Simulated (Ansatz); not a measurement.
The input, for Ansatz 0.2.0:

```yaml
crystal:
  periodic: [false, false, false]
  atoms:
    - {symbol: P, position_ang: [0.051878, 0.000000, 0.000000]}
    - {symbol: H, position_ang: [0.183713, 0.000000, -1.722178]}
    - {symbol: H, position_ang: [-0.980810, 1.225957, 0.000000]}
    - {symbol: H, position_ang: [-0.980810, -1.225957, 0.000000]}
    - {symbol: H, position_ang: [0.183713, 0.000000, 1.722178]}
basis:
  gaussian: {orbitals: STO-3G}
magnetization: {spin_polarized: true, initial_magnetization: 1}
correlation: {method: ccsdt_q, electrons: valence}
accuracy: high
frozen_core: true
output: {forces: true}
```

```sh
$ ansatz run in.yaml --threads 1 --pin off --events-out ev --progress --plain --max-ram 2393MiB
```

Q: One thing in this input was set wrong on purpose, beside settings that are merely unusual. What is the gravest fault, and what does the program do?

A: Unknown input key. How the run ends: refused.
```
Error: YAML parse error: error: line 14 column 1: unknown field `frozen_core`, expected one of crystal, accuracy, basis, kpoints, hamiltonian, magnetization, projection, total_charge, correlation, batch, efield, external_charges, scf, relax, neb, saddle, md, ramp, phonons, dielectric, real_time, elastic, magnetic_configurations, gw, evaluate, workflow, output, checkpoint, execution
  --> <input>:14:1
   |
12 | correlation: {method: ccsdt_q, electrons: valence}
13 | accuracy: high
14 | frozen_core: true
   | ^ unknown field `frozen_core`, expected one of crystal, accuracy, basis, kpoints, hamiltonian, magnetization, projection, total_charge, correlation, batch, efield, external_charges, scf, relax, neb, saddle, md, ramp, phonons, dielectric, real_time, elastic, magnetic_configurations, gw, evaluate, workflow, output, checkpoint, execution
15 | output: {forces: true}
   |
```
